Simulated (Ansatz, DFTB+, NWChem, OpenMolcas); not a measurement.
**Ligand exchange: C2H6S + H2S → CH4S2 + CH4**

Species: C2H6S `CSC`, singlet; H2S `S`, singlet; CH4S2 (methyl hydrodisulfide) `CSS`, singlet; CH4 (methane) `C`, singlet. The partners trade CH3 for SH: S–CH3 and H–SH bonds give way to S–SH and H–CH3.

Shapes, held fixed at every level: PBE0-D4/def2-TZVP. Flexible molecules stand in one conformer, not always the lowest. Programs: Ansatz 0.2.0, DFTB+ 25.1, NWChem 7.3.0, OpenMolcas 26.06. A level may come from different programs for different species; with the same settings they agree closely. The zero-point and thermal change to 298 K, harmonic and unscaled (PBE0-D4/def2-TZVP), is +4.8 kJ/mol.

```
                             level                   kind  ΔH(298 K) (kJ/mol)  less CCSD(T)/CBS estimate
                             DFTB2         semi-empirical               -67.3                      -48.5
                 PBE-D4/def2-TZVPP                    GGA               -28.9                      -10.1
B3LYP/6-31G* (spherical functions)          global hybrid               -17.4                       +1.4
                     PBE0/def2-SVP          global hybrid               -11.4                       +7.4
               BHLYP-D4/def2-TZVPP          global hybrid               -21.6                       -2.8
                      MP2/def2-SVP    perturbation theory                -1.6                      +17.2
                CCSD(T)/def2-TZVPP  coupled cluster or CI               -14.1                       +4.7
              CCSD(T)/CBS estimate  coupled cluster or CI               -18.8                        0.0
```

The highest level, CCSD(T)/CBS estimate, gives ΔH(298 K) = -18.8 kJ/mol; the levels span -67.3 to -1.6. The column of differences is taken from that level and isn't an error. No measured value is set beside it here. The CBS estimate extrapolates MP2 from def2-TZVPP and def2-QZVPP and adds CCSD(T) − MP2 in the triple-zeta set, cores frozen.
